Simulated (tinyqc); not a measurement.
UHF in the sto-3g basis, for CH3-, spin multiplicity 1, step by step. The basis has no diffuse functions, so it cannot describe the extra electron: this is an exercise in the method, not the real anion. One step of it, computed by the program tinyqc.

Question. Iteration 2: DIIS coefficients. Solve [B -1; -1 0][c; lambda] = [0; -1] for the coefficients, which sum to one.

B (overlaps of the stored error matrices):
```
[[1.1006100e+00, 5.5561043e-03],
 [5.5561043e-03, 1.0132845e-01]]
```

Give: DIIS coefficients.

Answer.

DIIS coefficients: [0.0804, 0.9196]
